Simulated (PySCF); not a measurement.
## SF⁺, triplet in cc-pVDZ: errors against RCCSDT

Geometry: a PBE0/def2-TZVP stationary point for this spin.

| atom | x (Å) | y (Å) | z (Å) |
| --- | --- | --- | --- |
| F | 0.0000 | 0.0000 | 0.0000 |
| S | 0.0000 | 0.0000 | 1.5040 |

Basis cc-pVDZ; PySCF 2.14.0. Correlated methods freeze the noble-gas cores, which leaves 12 electrons in 26 orbitals. Prefix R: restricted or restricted open-shell reference; prefix U: unrestricted.

Full CI isn't at hand for all of this; RCCSDT serves as the reference. It lacks quadruple excitations, which often exceed the step from CCSD(T) to CCSDT. The frozen core follows each run's orbitals, which can shift R against U totals by a few meV.

* UHF ⟨S²⟩: 2.022
* T1 diagnostic (ROHF- or RHF-based CCSD): 0.0272
* largest doubles amplitude (ROHF- or RHF-based CCSD): 0.060
* T1 diagnostic (UCCSD): 0.0248

```json
{"level": "RHF", "E − E(RCCSDT) (kJ/mol)": "814.8", "share of correlation (%)": "0.00", "wall time": "–"}
{"level": "UHF", "E − E(RCCSDT) (kJ/mol)": "796.0", "share of correlation (%)": "2.31", "wall time": "–"}
{"level": "RMP2", "E − E(RCCSDT) (kJ/mol)": "62.5", "share of correlation (%)": "92.33", "wall time": "–"}
{"level": "UMP2", "E − E(RCCSDT) (kJ/mol)": "65.9", "share of correlation (%)": "91.92", "wall time": "–"}
{"level": "RCCSD", "E − E(RCCSDT) (kJ/mol)": "21.0", "share of correlation (%)": "97.43", "wall time": "–"}
{"level": "UCCSD", "E − E(RCCSDT) (kJ/mol)": "20.7", "share of correlation (%)": "97.46", "wall time": "–"}
{"level": "RCCSD(T)", "E − E(RCCSDT) (kJ/mol)": "1.8", "share of correlation (%)": "99.77", "wall time": "0.81 s"}
{"level": "UCCSD(T)", "E − E(RCCSDT) (kJ/mol)": "1.9", "share of correlation (%)": "99.77", "wall time": "0.7 s"}
{"level": "UCCSDT", "E − E(RCCSDT) (kJ/mol)": "-0.1", "share of correlation (%)": "100.01", "wall time": "60 s"}
```

The correlation energy at RCCSDT, counted from RHF, is -8.445 eV. That run took 61 s on 1 thread of Arm Neoverse V2, shared host.

Times are those of the correlated step on a shared host, with one SCF added for the restricted CCSD run; they ran on 1 thread of Arm Neoverse V2.
